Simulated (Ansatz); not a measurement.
# hcp against bcc along group 6

Method: DFT, PBEsol, plane waves (420 eV) with PAW, scalar-relativistic (Ansatz). (PAW data from PBE, frozen cores regenerated.)

Each structure is relaxed within its symmetry, in the lowest magnetic state of the tried starts. Differences under about 8 meV lie within the error of the k-point mesh.

```json
{"element": "Cr", "E(hcp) − E(bcc) (meV/atom)": "421", "V(hcp) (Å³/atom)": "11.49", "V(bcc) (Å³/atom)": "11.17", "state of hcp": "non-magnetic", "state of bcc": "non-magnetic"}
{"element": "Mo", "E(hcp) − E(bcc) (meV/atom)": "452", "V(hcp) (Å³/atom)": "15.61", "V(bcc) (Å³/atom)": "15.36", "state of hcp": "spin not included", "state of bcc": "spin not included"}
{"element": "W", "E(hcp) − E(bcc) (meV/atom)": "?", "V(hcp) (Å³/atom)": "?", "V(bcc) (Å³/atom)": "?", "state of hcp": "?", "state of bcc": "?"}
```

**Question.** Fill in the row of W.

**Answer.** E(hcp) − E(bcc) (meV/atom): 516; V(hcp) (Å³/atom): 16.05; V(bcc) (Å³/atom): 15.70; state of hcp: spin not included; state of bcc: spin not included.
